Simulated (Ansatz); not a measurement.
A nudged elastic band was laid between two geometries of AlClH$_{2}$ (4 atoms, charge 0, multiplicity 1).

Method: RKS PBE0-D4/def2-SVP (Ansatz).

* movable images: 7
* climbing image: yes
* spring: 5.0 eV/Å²
* optimiser: quadratic models (default)
* start path: straight line
* force threshold: 0.05 eV/Å
* iteration limit: 60
* end points: relaxed

First end point:

```xyz
4
Properties=species:S:1:pos:R:3
Al 0.460 0.000 0.121
Cl 0.819 0.000 2.196
H 1.715 0.000 -0.837
H -1.046 0.000 -0.356
```

Last end point:

```xyz
4
Properties=species:S:1:pos:R:3
Al -0.464 0.000 -0.994
Cl 1.401 0.000 1.230
H 2.511 0.000 0.574
H -1.500 0.000 0.314
```

(1) Which bonds break or form, and what moves?

(2) Give the energies along the band, and the barrier.

(3) What is the geometry of the highest image?

## Answers

(1) Bonds broken: Al1–Cl2, Al1–H3. Bonds formed: Cl2–H3. AlClH2 becomes AlH + ClH.

(2) The forces met the threshold. The highest image is number 4 of 0 to 8, 295.9 kJ/mol above the first end and 30.2 kJ/mol above the last; the last end lies 265.7 kJ/mol above the first. Neighbouring images differ by up to 1.3 eV, so the band resolves the path poorly. Another band between the same ends (7 images) ends at a top of the same energy, where a vibrational analysis finds 1 clearly imaginary mode. The orbitals stay closed-shell, which can raise the energy where a bond breaks towards radicals; this wasn't checked here.

| image | path coordinate (Å) | energy (kJ/mol) | Al1–Cl2 (Å) | Al1–H3 (Å) | Cl2–H3 (Å) |
| --- | --- | --- | --- | --- | --- |
| 0 | 0.00 | 0.0 | 2.11 | 1.58 | 3.16 |
| 1 | 0.39 | 25.4 | 2.10 | 1.57 | 2.76 |
| 2 | 0.79 | 110.1 | 2.16 | 1.55 | 2.33 |
| 3 | 1.18 | 236.7 | 2.33 | 1.59 | 1.93 |
| 4 | 1.57 | 295.9 | 2.56 | 1.75 | 1.56 |
| 5 | 1.92 | 279.4 | 2.86 | 2.13 | 1.35 |
| 6 | 2.28 | 273.0 | 3.02 | 2.60 | 1.30 |
| 7 | 2.63 | 268.5 | 2.97 | 3.00 | 1.29 |
| 8 | 2.98 | 265.7 | 2.90 | 3.36 | 1.29 |

(3) 
```xyz
4
Properties=species:S:1:pos:R:3
Al 0.154 0.000 -0.585
Cl 1.409 0.000 1.651
H 1.758 0.000 0.127
H -1.374 0.000 -0.068
```

The run took 45 s on 1 thread of Arm Neoverse V2, with other jobs on the host, peak memory 0.095 GiB.
